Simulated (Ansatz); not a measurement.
# LiC+ (singlet): from Hartree-Fock to the top rungs at distance C1–Li2 = 2.292 Å, aug-cc-pVTZ

An exercise on one series of results from a longer session: the logs are not shown, and one member is left open.

Method: aug-cc-pVTZ, core rule «outside noble gas», up to 2 orbitals frozen; program: Ansatz 0.2.0, Gaussian basis.

The runs, in order: UHF; CCSD(T) on RHF; CCSD(T) on UHF; BCCD(T) on RHF; CCSDT(Q) on RHF; CCSDT(Q) on UHF; Full CI.

43 further runs of the same task are left out: 19 for a known fault of the program, 12 that didn't finish, 12 set aside as unsound or not needed. Runs told in other sessions of the task aren't counted.

## What is computed

The geometry derives from a PBE0/def2-TZVP stationary point (not a proven minimum). One bond is set to the value named and the two fragments are kept rigid.

2 atoms, charge 1, spin multiplicity 1.

Atoms are counted from 1 here; the program's logs count them from 0.

Bond lengths: C1–Li2 2.292 Å.

The first run:

Input file in.yaml:

```yaml
crystal:
  periodic: [false, false, false]
  atoms:
    - {symbol: C, position_ang: [0.000000, 0.000000, 0.000000]}
    - {symbol: Li, position_ang: [0.000000, 0.000000, 2.292400]}
basis:
  gaussian: {orbitals: aug-cc-pVTZ}
total_charge: 1
magnetization: {spin_polarized: true, initial_magnetization: 0}
hamiltonian: {xc: hf}
output: {orbitals: {seedname: orbitals}}
```

Command:

```
$ ansatz run in.yaml --threads 1 --pin off --events-out ev --progress --plain --max-ram 2393MiB
```

Steps of the session up to this table: UHF; CCSD(T) on RHF; CCSD(T) on UHF; BCCD(T) on RHF; CCSDT(Q) on RHF; CCSDT(Q) on UHF; Full CI.

One table of the session follows, with a row left open; its other results are not shown here.

| method | from FCI (kcal/mol) |
| --- | --- |
| RHF | +76.95 |
| RMP2 | +22.99 |
| RCCSD | +3.37 |
| RCCSD(T) | +1.22 |
| BCCD(T) | ? |
| RCCSDT | +0.73 |
| RCCSDT(Q) | +0.34 |
| FCI | 0 |

Estimate the missing values for BCCD(T).

The run gave: from FCI (kcal/mol): +1.21. In the column «from FCI (kcal/mol)» it lies between RCCSDT (+0.73) and RCCSD(T) (+1.22).

Left out of the table: UHF, UMP2, UCCSD, UCCSD(T), UCCSDT, UCCSDT(Q) (another determinant or state than the rows shown). UCCSDT(Q) lies 0.98 eV below the table's zero, so the state tabled may not be the lowest.
